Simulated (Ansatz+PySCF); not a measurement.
A calculation with Ansatz (development build ahead of 0.2.0).

```yaml
crystal:
  periodic: [false, false, false]
  atoms:
    - { symbol: Na, position_ang: [0.0, 0.0, 0.0] }
    - { symbol: H, position_ang: [1.93504, 0.0, 1.1172] }
    - { symbol: H, position_ang: [-1.67647, 0.0, 0.96791] }
basis:
  gaussian: { orbitals: STO-3G }
magnetization:
  initial_magnetization: 1
hamiltonian:
  xc: hf
correlation:
  method: ccsd_t
  frozen_orbitals: { H: 0, Na: 1 }
scf:
  omitted_lower_state_checks: [stability, starts, atomic_configurations, cluster_reference, orbital_swaps, given_window_search, neighbouring_geometries, increment]
```

The input is written out in the form of the current development build from the run's settings. Correlation on restricted open-shell orbitals is semicanonical, with singles.

Results

```
Converged                                                          : yes
Reference energy                                                   : -160.76480 hartree
CCSD correlation energy                                            : -0.05700 hartree
Triples correction                                                 : -0.00227 hartree
Total energy                                                       : -160.82407 hartree
Spin squared of the determinant                                    : 0.750
T1 diagnostic                                                      : 0.037
Largest doubles amplitude                                          : 0.07
Occupied orbitals by symmetry in an Abelian subgroup (alpha; beta) : 6 A' 1 A''; 5 A' 1 A''
```
